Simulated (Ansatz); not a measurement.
CH3ClMg⁻, that is MgMeCl with one electron more. Charge -1, multiplicity 2. Geometry r2SCAN-D4/def2-TZVP, that of the neutral singlet; atoms count from 1.

Cartesian coordinates in Å:
```
Mg -0.832 0.305 -0.832
C 0.595 -0.204 0.575
H 1.513 0.380 0.462
H 0.873 -1.260 0.503
H 0.231 -0.038 1.594
Cl -2.379 0.818 -2.302
```

The highest occupied level of the charge -1 doublet lies above zero (up to 1.32 eV). Energy differences put its binding near zero (-0.08 eV; vertical, to the charge 0 singlet, at PBE0-D4/def2-TZVPD), which leaves it undecided.

Estimate the Mulliken populations from the PBE0/def2-TZVPD orbitals of Ansatz.


| atom | charge (e) | spin (α − β) |
| --- | --- | --- |
| Mg1 | -1.39 | 2.10 |
| C2 | -0.41 | -0.35 |
| H3 | 0.20 | -0.01 |
| H4 | 0.20 | -0.01 |
| H5 | 0.20 | -0.01 |
| Cl6 | 0.19 | -0.72 |
Mulliken values and Mayer orders depend strongly on the basis. With diffuse functions, as here, like atoms can get unlike values, and bond orders can come out too low or too high.

Where does the spin sit?

Summed by element: Mg 2.10, C -0.35, H -0.03, Cl -0.72, of 1 unpaired in all. Largest on single atoms: Mg1 2.10, Cl6 -0.72, C2 -0.35.
